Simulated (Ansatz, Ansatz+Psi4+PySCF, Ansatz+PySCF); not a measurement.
```yaml
atoms:
  - { symbol: C, position_ang: [1.2557, -0.2545, 0.0963] }
  - { symbol: N, position_ang: [0.0926, 0.4698, -0.1312] }
  - { symbol: C, position_ang: [-1.1923, -0.1880, 0.0386] }
  - { symbol: H, position_ang: [-1.9935, 0.4803, -0.2834] }
  - { symbol: H, position_ang: [1.2530, -1.2840, -0.2428] }
  - { symbol: H, position_ang: [2.1848, 0.2996, 0.0512] }
  - { symbol: H, position_ang: [0.1144, 1.4124, 0.2331] }
  - { symbol: H, position_ang: [-1.2255, -1.0797, -0.5935] }
  - { symbol: H, position_ang: [-1.3774, -0.4872, 1.0282] }
```

Basis set: cc-pVTZ (spherical functions). Left uncorrelated: 3 orbitals. Correlation on ROHF uses semicanonical orbitals with singles. Charge 0, multiplicity 2.

Computed with Ansatz (development build ahead of 0.2.0); each method stands on the lowest determinant of its kind that the runs found.

The atomization energy at this shape (free ground-state atoms in the same class of orbitals less the molecule, no zero-point energy) of doublet C2H6N:

```tsv
method	atomization energy
ROHF-MP2	32.65 eV
UHF-MP2	32.62 eV
UHF	24.11 eV
```

(1) What does ROHF give?

Answers

(1) 24.33 eV.
